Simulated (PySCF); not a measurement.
## Two-photon absorption: 4-methylthiazole, C4H5NS

Molfile (atoms numbered from 1):
```
C4H5NS
     RDKit          3D

 11 11  0  0  0  0  0  0  0  0999 V2000
   -1.6410   -0.1062    0.2688 C   0  0  0  0  0  0  0  0  0  0  0  0
   -0.1748   -0.0018    0.0365 C   0  0  0  0  0  0  0  0  0  0  0  0
    0.5363    1.1537   -0.1075 C   0  0  0  0  0  0  0  0  0  0  0  0
    2.1852    0.8039   -0.3701 S   0  0  0  0  0  0  0  0  0  0  0  0
    1.8213   -0.8682   -0.2714 C   0  0  0  0  0  0  0  0  0  0  0  0
    0.5740   -1.1449   -0.0601 N   0  0  0  0  0  0  0  0  0  0  0  0
   -2.0883    0.8754    0.4246 H   0  0  0  0  0  0  0  0  0  0  0  0
   -2.1304   -0.5787   -0.5867 H   0  0  0  0  0  0  0  0  0  0  0  0
   -1.8434   -0.7287    1.1428 H   0  0  0  0  0  0  0  0  0  0  0  0
    0.1742    2.1691   -0.0691 H   0  0  0  0  0  0  0  0  0  0  0  0
    2.5961   -1.6156   -0.3798 H   0  0  0  0  0  0  0  0  0  0  0  0
  1  2  1  0
  2  3  2  0
  3  4  1  0
  4  5  1  0
  5  6  2  0
  6  2  1  0
  1  7  1  0
  1  8  1  0
  1  9  1  0
  3 10  1  0
  5 11  1  0
M  END
```

Computed, not measured: PySCF, TDDFT CAM-B3LYP/def2-TZVPD excited states, vertical, gas phase. Geometry: PBE0-D3(BJ)/def2-TZVP.

Question: Give the one- and two-photon strengths of the lowest singlets.

Answer: δ for parallel linear polarisation; σ at the peak of a Lorentzian of half width 0.1 eV, single beam; Ω is circular over linear.
| state | E (eV) | f | photon λ (nm) | δ (au) | σ (GM) | Ω | main |
| --- | --- | --- | --- | --- | --- | --- | --- |
| S1 | 5.55 | 0.001 | 447 | 0.37 | 0.00 | 1.38 | HOMO−1→LUMO 0.95 |
| S2 | 5.57 | 0.075 | 445 | 18.6 | 0.21 | 1.31 | HOMO→LUMO 0.91 |
| S3 | 5.89 | 0.002 | 421 | 5.84 | 0.07 | 1.50 | HOMO→LUMO+1 0.62, HOMO→LUMO+7 0.11 |
| S4 | 6.40 | 0.027 | 387 | 9.8 | 0.15 | 1.26 | HOMO−2→LUMO 0.75, HOMO→LUMO+6 0.14 |
| S5 | 6.42 | 0.003 | 386 | 54.1 | 0.82 | 1.50 | HOMO→LUMO+2 0.46, HOMO→LUMO+3 0.20 |
| S6 | 6.85 | 0.004 | 362 | 8.24 | 0.14 | 1.50 | HOMO−2→LUMO+1 0.51, HOMO−2→LUMO+7 0.14 |

Among these, the strongest one-photon state is S2, the strongest two-photon state S5, with a dipole change of 2.1 D (relaxed, norm of the difference vector).
